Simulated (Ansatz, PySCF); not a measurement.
pyrazine (C4H4N2), SMILES c1cnccn1.

Geometry optimised at PBE0-D3(BJ)/def2-SVP.

Vertical ionisation energy (IE) and electron affinity (EA) in eV. Rows of orbital energies are one-electron estimates. Where ΔSCF, EOM or ADC give a negative EA the extra electron is unbound and the value depends on the basis.

```csv
level,IE,EA
"−ε(HOMO), −ε(LUMO), B3LYP/def2-TZVP (PySCF)",7.07,1.75
"−ε(HOMO), −ε(LUMO), PBE/def2-TZVP (PySCF)",5.76,2.51
"ΔSCF, CAM-B3LYP/def2-SVPD (Ansatz), final states of multiplicity 2 and 2",9.80,-0.33
"ΔSCF, PBE/def2-SVPD (Ansatz), final states of multiplicity 2 and 2",9.00,-0.39
```

Q: What vertical singlet–triplet gap does ΔSCF give with CAM-B3LYP/def2-SVPD (Ansatz, an electronic-structure program) and with PBE/def2-SVPD (Ansatz)? (An estimate is asked for; the answer gives what the named calculation found.)

A: 3.57 and 2.96 eV (triplet above singlet where positive).
